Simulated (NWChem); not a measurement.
## Correlation energy of hydrogen chloride (HCl)

SMILES: Cl
```xyz
2

Cl     0.0000     0.0000     0.0716
H      0.0000     0.0000    -1.2180
```
Charge 0, spin multiplicity 1.

All runs are NWChem calculations. Structure: optimised with B3LYP/def2-SVP, a minimum by its harmonic frequencies.

Basis set: cc-pVQZ. Each correlation energy counts from its own Hartree-Fock reference.

The correlated methods keep 5 core orbitals frozen. Coupled-cluster values serve here as a point of comparison, not as the truth.

Problem. One of these methods gave a correlation energy of -222.6 mHa. Which?
A) CCSD
B) SCS-MP2
C) CR-CCSD[T]
D) RI-MP2

Solution. D, RI-MP2. The others give -224.3 (SCS-MP2), -249.8 (CR-CCSD[T]), -241.6 (CCSD).
